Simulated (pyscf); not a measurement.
Thermochemistry of product channels of H₂C=CH–C≡N (SMILES C=CC#N) + H₂ (SMILES [H][H]) on the singlet surface, in kJ/mol, from ωB97M-D3(BJ)/def2-TZVP energies (ideal gas, 1 atm, RRHO with modes under 100 cm⁻¹ raised to 100, one conformer, R ln 2 for rigid chiral ones). Optimised with ωB97X-D3(BJ)/def2-SVP in PySCF.

```
products                                      ΔE  ΔH(298 K)  ΔG(600 K)  ΔG(1200 K)
----------------------------------------  ------  ---------  ---------  ----------
H₂C=CH–CH=NH (SMILES C=CC=N)               -77.9      -49.8      +26.2      +107.9
H₃C–CH₂–C≡N (SMILES CCC#N)                -167.4     -138.8      -65.2       +14.2
H₂C=CH₂ (SMILES C=C) + HC≡N (SMILES C#N)   -20.9       -6.0      -14.2       -16.1
H₃C–CH=C=NH (SMILES CC=C=N)                -60.0      -34.8      +33.2      +105.1
```

The channel to H₂C=CH–CH=NH turns unfavourable between 298 and 1200 K (ΔG from -13.1 kJ/mol to +107.9 kJ/mol). The channel to H₃C–CH₂–C≡N turns unfavourable between 298 and 1200 K (ΔG from -103.3 kJ/mol to +14.2 kJ/mol).

These are energies of the channels, which say nothing of barriers.
